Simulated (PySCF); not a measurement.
Molecule: `C=CC(Cl)Cl`, C$_{3}$H$_{4}$Cl$_{2}$.

Structure with atom numbers: `[CH2:1]=[CH:2][CH:3]([Cl:4])[Cl:5]`; H(Xn) means a hydrogen on atom n. Ha(C1) is cis to C3; Hb(C1) is trans to C3.

Geometry PBE0-D3(BJ)/def2-SVP throughout; GIAO in PySCF, gas phase, one conformer, non-relativistic; equivalent atoms averaged; basis pcSseg-2.

Task: How do the absolute shieldings σ depend on the functional? (ppm; last column core-seconds on 1 thread of an Arm Neoverse V1, shared host; the GGAs took longer than the global hybrids here, which isn't the general rule, and the cause wasn't traced)

Result: 
| functional | kind | C2 | C1 | C3 | Cl4/Cl5 | H(C2) | H(C3) | Ha(C1) | Hb(C1) | core-s |
| --- | --- | --- | --- | --- | --- | --- | --- | --- | --- | --- |
| HF | Hartree–Fock | 41.8 | 67.3 | 118.1 | 718.4 | 25.38 | 26.06 | 26.25 | 26.32 | 12 |
| LDA | LDA | 22.4 | 53.6 | 85.1 | 582.5 | 24.28 | 24.38 | 25.39 | 25.49 | 26 |
| PBE | GGA | 27.5 | 58.5 | 86.8 | 604.1 | 24.80 | 24.87 | 25.90 | 26.00 | 32 |
| BLYP | GGA | 22.2 | 55.6 | 80.5 | 581.1 | 25.07 | 25.09 | 26.18 | 26.31 | 32 |
| BP86 | GGA | 27.9 | 58.8 | 86.4 | 600.9 | 24.87 | 24.93 | 25.97 | 26.08 | 32 |
| OPBE | GGA | 39.3 | 66.4 | 95.5 | 648.8 | 24.80 | 24.87 | 25.88 | 25.94 | 32 |
| KT2 | GGA | 38.4 | 70.0 | 92.4 | 618.6 | 24.92 | 24.81 | 26.07 | 26.20 | 32 |
| KT3 | GGA | 39.6 | 70.0 | 92.1 | 631.4 | 25.13 | 25.03 | 26.25 | 26.36 | 32 |
| B97-D | GGA | 32.0 | 62.6 | 86.8 | 609.4 | 25.09 | 25.09 | 26.19 | 26.30 | 30 |
| B3LYP | global hybrid | 25.8 | 56.6 | 89.3 | 613.8 | 25.07 | 25.28 | 26.11 | 26.21 | 22 |
| PBE0 | global hybrid | 31.8 | 60.0 | 97.1 | 643.2 | 24.86 | 25.16 | 25.87 | 25.95 | 22 |
| mPW1PW91 | global hybrid | 31.4 | 59.3 | 96.2 | 641.7 | 24.92 | 25.22 | 25.93 | 26.01 | 22 |
| WP04 | global hybrid | 22.3 | 49.3 | 77.3 | 601.7 | 25.52 | 25.60 | 26.50 | 26.54 | 23 |
| B97-2 | global hybrid | 34.5 | 62.4 | 96.2 | 645.1 | 25.02 | 25.26 | 26.04 | 26.12 | 23 |
| BHandHLYP | global hybrid | 31.1 | 59.4 | 100.7 | 654.6 | 25.13 | 25.56 | 26.08 | 26.17 | 22 |
| CAM-B3LYP | range-separated hybrid | 26.8 | 56.1 | 96.8 | 630.5 | 24.97 | 25.41 | 25.95 | 26.04 | 31 |
| wB97X-D | range-separated hybrid | 31.0 | 58.6 | 99.1 | 643.6 | 24.97 | 25.43 | 25.94 | 26.01 | 30 |
| LC-wPBE | range-separated hybrid | 32.3 | 56.5 | 107.9 | 670.2 | 24.90 | 25.59 | 25.77 | 25.81 | 41 |

Task: Which nucleus moves most, in ppm?

Result: Cl4/Cl5 (chlorine bonded to C): from 581.1 ppm with BLYP to 718.4 ppm with HF. The smallest spread is 1.06 ppm, at Hb(C1). Proton shifts span only some 12 ppm, so a few tenths of a ppm matter as much there as several ppm in carbon.
